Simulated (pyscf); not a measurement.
PH₃ + H₂O → PH₃ + H₂O (four-centre exchange; singlet surface; H–P, H–O broken, H–P, H–O formed). Structures and frequencies: ωB97X-D3(BJ)/def2-SVP in PySCF. Correlated levels are frozen-core, on RHF or UHF. ΔMP2 is the change of the MP2 total energy from the triple- to the quadruple-zeta basis. Energies in eV from the separated reactants.

| level | barrier | reaction energy |
|---|---|---|
| ωB97X-D3(BJ)/def2-TZVP | 2.55 | 0.00 |
| PBE/def2-TZVP | 2.08 | 0.00 |
| r²SCAN/def2-TZVP | ? | 0.00 |
| ωB97M-D3(BJ)/def2-TZVP | 2.45 | 0.00 |
| MP2/def2-QZVPP | 2.49 | 0.00 |
| CCSD/def2-TZVPP | 2.73 | 0.00 |
| CCSD(T)/def2-TZVPP + ΔMP2(QZVPP) | ? | 0.00 |

**Question.** Some entries are withheld; supply them.

**Answer.** 
- r²SCAN/def2-TZVP, barrier: 2.28
- CCSD(T)/def2-TZVPP + ΔMP2(QZVPP), barrier: 2.57

Of the functionals in the table, ωB97X-D3(BJ) is closest to CCSD(T)/def2-TZVPP + ΔMP2(QZVPP) in the barrier (0.03 eV apart) and PBE least close (0.50 eV); that level has limits of its own. This is the saddle that the search found; another between the same sides may lie lower. The CCSD(T) − MP2 part came from Ansatz, without density fitting, on the same reference.
